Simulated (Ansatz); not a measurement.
Molecule: NO, net charge 0, doublet state. 
Geometry from a B3LYP-D3(BJ)/def2-TZVP (Ansatz, a quantum-chemistry and plane-wave program) optimisation:
```xyz
2

N      0.0000     0.0000    -0.6106
O      0.0000     0.0000     0.5343
```
Charge 0, spin multiplicity 2.

Property: vertical ionisation energy (to the singlet state of charge +1; each state is the SCF solution reached for its spin; for the singlet the Hartree-Fock reference is unstable and T1 is 0.022), in eV. Valence correlation only, unless marked. Open shells are spin-unrestricted. Spin-orbit coupling is left out. No relativistic terms. CBS marks a two-point X^-3 extrapolation of the correlation energy; Hartree-Fock from the larger set.

CCSD(T)/CBS(aug-cc-pVTZ,aug-cc-pVQZ) (Ansatz) gives 9.63 eV.

Q: Another calculation gave 10.27 eV. Which level was it?
(A) wB97X-V/def2-TZVPD (Ansatz)
(B) wB97M-V/def2-TZVPD (Ansatz)
(C) CAM-B3LYP/def2-TZVPD (Ansatz)
(D) BHLYP/def2-TZVPD (Ansatz)

A: C, CAM-B3LYP/def2-TZVPD (Ansatz). The others give 9.88 (wB97M-V), 9.99 (wB97X-V), 10.39 (BHLYP) eV.
